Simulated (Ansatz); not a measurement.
# Heating and cooling a random packing of Co₅Si₃

A packing of 16 atoms, thrown in at random and pushed apart as soft spheres with like charges further apart (10 Co, 6 Si) went through Langevin stages in a fixed cell of 13.52 Å³/atom, at one k point, without spin and with a Fermi–Dirac width of kT (0.05 eV at least). Level of theory: Ansatz 0.2.0, DFT PBE, scalar-relativistic, plane waves, PAW.

| thermostat (K) | duration (fs) | friction (1/fs) | cutoff (eV) | mean T (K) | mean P (GPa) | mean square displacement (Å²) |
| --- | --- | --- | --- | --- | --- | --- |
| 2520 | 72 | 0.030 | 320 | 2480 | -3.5 | 0.27 |
| 2520 | 750 | 0.030 | 420 | 2622 | -1.5 | 0.87 |
| 1810 | 750 | 0.030 | 420 | 1760 | -10.9 | 0.87 |
| 1010 | 750 | 0.030 | 420 | 927 | -15.2 | 0.39 |
| 300 | 750 | 0.030 | 420 | 298 | -15.3 | 0.11 |

Means run over the second half of a stage; pressure includes the kinetic part; displacements count from the stage's start, the atoms' common shift taken off. In so short a run the atoms moved about a bond length or less in the hot stages, so this is an annealed packing, not a quenched equilibrium liquid.

Cell and atoms were then relaxed on coarser meshes and computed once more: Settings: cutoff 420 eV, Γ-centred mesh 5×6×5 on the computed 16-atom cell, Gaussian smearing of 0.10 eV; collinear spin from starting moments 0.71 0.24 0.51 0.41 1.8 1 0.87 0.72 0.6 0.44 0 0 0 0 0 0 μB.

Q: What structure is left?

A: One draw of many: 11.14 Å³/atom with no gap on the mesh, 0.32 eV/atom below the elements' standard states (static lattices, no corrections for gases) (a random packing after short dynamics, relaxed). One magnetic start was tried.

Counting as bonded all pairs within 1.2 times the summed covalent radii:

```csv
atom → neighbour,mean count,mean length (Å),spread (Å)
Co → Co,7.00,2.60,0.13
Co → Si,4.90,2.41,0.13
Si → Co,8.17,2.41,0.13
Si → Si,1.00,2.56,0.05
```

Angles between all pairs of such bonds at an atom (mean ± spread): 97 ± 34° at Co, 98 ± 33° at Si.

```
CELL_PARAMETERS angstrom
6.41937 -0.02916 0.07034
-0.02203 4.38653 -0.23782
0.07140 -0.29135 6.34851
ATOMIC_POSITIONS crystal
Co 0.42124 0.92681 0.03512
Co 0.77506 0.93960 0.20339
Co 0.62975 0.20041 0.75376
Co 0.00314 0.51225 0.64648
Co 0.27369 0.64160 0.34207
Co 0.57018 0.43440 0.12873
Co 0.14026 0.14123 0.31064
Co 0.25398 0.99269 0.68677
Co 0.96330 0.28923 0.97320
Co 0.61176 0.68633 0.51969
Si 0.71901 0.70854 0.86442
Si 0.34322 0.50376 0.77341
Si 0.08369 0.80041 0.00974
Si 0.87517 0.47189 0.30907
Si 0.48391 0.14739 0.40923
Si 0.91799 0.99493 0.56511
```

The final mesh leaves forces up to 0.19 eV/Å and stresses up to 1.1 GPa: the relaxation ran on a coarser mesh, so the cell's shape, its bonds and its energy belong partly to that mesh.

Cost: 6 runs of about 55 core-minutes in all (earlier runs that led there not counted), on AMD EPYC 9R45 (Zen 5) (shared hosts).